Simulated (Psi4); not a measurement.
Process, species as SMILES: [O+]#[Si-] (O-Si) + 3 [H][H] (H2) → O (H2O) + [SiH4] (SiH4)
B3LYP-D3(BJ)/def2-TZVP geometries, fixed; electronic energies without zero-point terms.
Largest species:
```
Si
H 1 1.4803
H 1 1.4803 2 109.47
H 1 1.4803 2 109.47 3 -120.00
H 1 1.4803 2 109.47 4 -120.00
```
Charge 0, spin multiplicity 1.

Basis-set convergence of the energy of full hydrogenation at B3LYP with Psi4. Cartesian d functions, on some or all atoms, in 6-31+G*; all else is spherical. Density fitting with the program's default auxiliary sets. Psi4's default fitting sets serve the pcseg sets less well. No added dispersion term, no relativity. Functions are those of the species that has most. Reference: the value in aug-cc-pV(Q+d)Z, -36.52 kcal/mol, itself unsure by roughly 0.78 kcal/mol (its mean distance from def2-QZVPPD, def2-QZVPP, cc-pV(Q+d)Z). Deviations are taken from unrounded values. Cost is core time over that of STO-3G, rough, on shared machines of one kind.

```json
[
 {"basis": "STO-3G", "functions": "14", "energy of full hydrogenation (kcal/mol)": "-40.52", "minus reference (kcal/mol)": "-4.01", "cost": "1×"},
 {"basis": "3-21G", "functions": "22", "energy of full hydrogenation (kcal/mol)": "-16.72", "minus reference (kcal/mol)": "19.79", "cost": "1×"},
 {"basis": "6-31G", "functions": "22", "energy of full hydrogenation (kcal/mol)": "-30.72", "minus reference (kcal/mol)": "5.79", "cost": "1×"},
 {"basis": "6-31+G*", "functions": "42", "energy of full hydrogenation (kcal/mol)": "-33.71", "minus reference (kcal/mol)": "2.81", "cost": "1×"},
 {"basis": "cc-pV(D+d)Z", "functions": "43", "energy of full hydrogenation (kcal/mol)": "-37.78", "minus reference (kcal/mol)": "-1.27", "cost": "1×"},
 {"basis": "aug-pcseg-1", "functions": "63", "energy of full hydrogenation (kcal/mol)": "-42.85", "minus reference (kcal/mol)": "-6.33", "cost": "2×"},
 {"basis": "6-311++G(2d,2p)", "functions": "75", "energy of full hydrogenation (kcal/mol)": "-37.24", "minus reference (kcal/mol)": "-0.72", "cost": "2×"},
 {"basis": "def2-TZVPD", "functions": "83", "energy of full hydrogenation (kcal/mol)": "-35.48", "minus reference (kcal/mol)": "1.04", "cost": "2×"},
 {"basis": "6-311++G(3df,3pd)", "functions": "119", "energy of full hydrogenation (kcal/mol)": "-37.46", "minus reference (kcal/mol)": "-0.95", "cost": "2×"},
 {"basis": "aug-cc-pV(T+d)Z", "functions": "147", "energy of full hydrogenation (kcal/mol)": "-36.22", "minus reference (kcal/mol)": "0.29", "cost": "3×"},
 {"basis": "def2-QZVPPD", "functions": "208", "energy of full hydrogenation (kcal/mol)": "-36.18", "minus reference (kcal/mol)": "0.34", "cost": "3×"},
 {"basis": "aug-cc-pV(Q+d)Z", "functions": "273", "energy of full hydrogenation (kcal/mol)": "-36.52", "minus reference (kcal/mol)": "0.00", "cost": "4×"},
 {"basis": "aug-pcseg-3", "functions": "285", "energy of full hydrogenation (kcal/mol)": "-35.99", "minus reference (kcal/mol)": "0.53", "cost": "4×"}
]
```
